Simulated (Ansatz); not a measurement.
# C₂H₅B (SMILES BC=C): one structure at several levels

A test off equilibrium: a structure displaced at random from a GFN2-xTB minimum is computed at several levels, and each is set against CCSD(T).

Program: Ansatz 0.2.0, Gaussian basis. Level of theory: single points in def2-TZVPP. These are calculated values, not measurements.

Correlated methods freeze the cores.

## Step 1: Where the work starts

SMILES `BC=C`, 8 atoms, charge 0, spin multiplicity 1.

Atoms are counted from 1 here; the program's logs count them from 0.

Bond lengths: B1–C2 1.526 Å, B1–H4 1.086 Å, B1–H5 1.232 Å, C2–C3 1.355 Å, C2–H6 1.053 Å, C3–H8 1.045 Å. Angles: C2–B1–H4 116.3°, C2–B1–H5 116.3°, H4–B1–H5 124.5°, B1–C2–C3 131.6°, B1–C2–H6 124.3°, C3–C2–H6 101.9°, C2–C3–H8 138.9°.

Coordinates:

```mol
C2H5B
  3D, bonds by distance, orders not assigned

  8  6  0  0  0  0  0  0  0  0999 V2000
   -0.7012    0.8607   -0.7055 B   0  0
    0.3194    0.2609    0.2581 C   0  0
    0.6046   -1.0237    0.5820 C   0  0
   -1.1604    0.1722   -1.4085 H   0  0
   -0.6608    2.0838   -0.8508 H   0  0
    0.7715    0.7897    1.0480 H   0  0
    0.0271   -1.9622   -0.2566 H   0  0
    1.1440   -1.5521    1.3042 H   0  0
  1  2  8  0
  1  4  8  0
  1  5  8  0
  2  3  8  0
  2  6  8  0
  3  8  8  0
M  END
```

## Step 2: CCSD(T)/def2-TZVPP

run/in.yaml

```yaml
crystal:
  periodic: [false, false, false]
  atoms:
    - {symbol: B, position_ang: [-0.701200, 0.860700, -0.705500]}
    - {symbol: C, position_ang: [0.319400, 0.260900, 0.258100]}
    - {symbol: C, position_ang: [0.604600, -1.023700, 0.582000]}
    - {symbol: H, position_ang: [-1.160400, 0.172200, -1.408500]}
    - {symbol: H, position_ang: [-0.660800, 2.083800, -0.850800]}
    - {symbol: H, position_ang: [0.771500, 0.789700, 1.048000]}
    - {symbol: H, position_ang: [0.027100, -1.962200, -0.256600]}
    - {symbol: H, position_ang: [1.144000, -1.552100, 1.304200]}
basis:
  gaussian: {orbitals: def2-TZVPP}
correlation: {method: ccsd_t}
output: {forces: true}
```

No record of the launch command was kept for these runs.

## Step 3: PBE0-D4/def2-TZVPP

Changes to run/in.yaml since step 2:

```diff
@@ -13,3 +13,3 @@
   gaussian: {orbitals: def2-TZVPP}
-correlation: {method: ccsd_t}
-output: {forces: true}
+hamiltonian: {xc: pbe0, dispersion: d4}
+output: {forces: true, orbitals: {seedname: orbitals}}
```

## Step 4: wB97M-V/def2-TZVPP

Changes to run/in.yaml since step 3:

```diff
@@ -13,3 +13,3 @@
   gaussian: {orbitals: def2-TZVPP}
-hamiltonian: {xc: pbe0, dispersion: d4}
-output: {forces: true, orbitals: {seedname: orbitals}}
+hamiltonian: {xc: {name: wB97M-V}}
+output: {forces: true}
```

## Step 5: r2SCAN-D4/def2-TZVPP

Changes to run/in.yaml since step 4:

```diff
@@ -13,3 +13,3 @@
   gaussian: {orbitals: def2-TZVPP}
-hamiltonian: {xc: {name: wB97M-V}}
+hamiltonian: {xc: r2scan, dispersion: d4}
 output: {forces: true}
```

## Step 6: PBE-D4/def2-TZVPP

Changes to run/in.yaml since step 5:

```diff
@@ -13,3 +13,3 @@
   gaussian: {orbitals: def2-TZVPP}
-hamiltonian: {xc: r2scan, dispersion: d4}
+hamiltonian: {xc: pbe, dispersion: d4}
 output: {forces: true}
```

## Step 7: CAM-B3LYP-D4/def2-TZVPP

Changes to run/in.yaml since step 6:

```diff
@@ -13,3 +13,3 @@
   gaussian: {orbitals: def2-TZVPP}
-hamiltonian: {xc: pbe, dispersion: d4}
+hamiltonian: {xc: {name: CAM-B3LYP}, dispersion: d4}
 output: {forces: true}
```

## Step 8: B97M-V/def2-TZVPP

Changes to run/in.yaml since step 7:

```diff
@@ -13,3 +13,3 @@
   gaussian: {orbitals: def2-TZVPP}
-hamiltonian: {xc: {name: CAM-B3LYP}, dispersion: d4}
+hamiltonian: {xc: {name: B97M-V}}
 output: {forces: true}
```

(Steps that only read results are left out.)

Q: Predict the outcome of this session. Wanted: energy less free atoms, CCSD(T)/def2-TZVPP; RMS force component; RMS force error; HOMO and LUMO, PBE0-D4; T1 diagnostic.

As calculated:

| quantity | value |
| --- | --- |
| energy less free atoms, CCSD(T)/def2-TZVPP | -29.678 eV |
| RMS force component | 2.144 to 2.244 eV/Å over the methods |
| RMS force error | PBE0-D4 0.220, wB97M-V 0.228, r2SCAN-D4 0.178, PBE-D4 0.213, CAM-B3LYP-D4 0.268, B97M-V 0.233 eV/Å |
| HOMO and LUMO, PBE0-D4 | -8.47 and -2.37 eV |
| T1 diagnostic | 0.012 |

**Reading.** Against CCSD(T) the functionals' energies less atoms differ by -1.408 to -0.837 eV, PBE-D4 by -1.408 eV. CCSD(T) in triple zeta still lacks some correlation energy of the bonds, so part of these gaps is its own basis error and they don't rank the functionals. The forces of r2SCAN-D4 come nearest to CCSD(T), those of CAM-B3LYP-D4 are farthest. Frozen-core CCSD(T) forces in triple zeta carry basis errors of their own, and this is one geometry, so small gaps rank nothing. The restricted Hartree–Fock reference is unstable towards an unrestricted one at one or more of these structures.
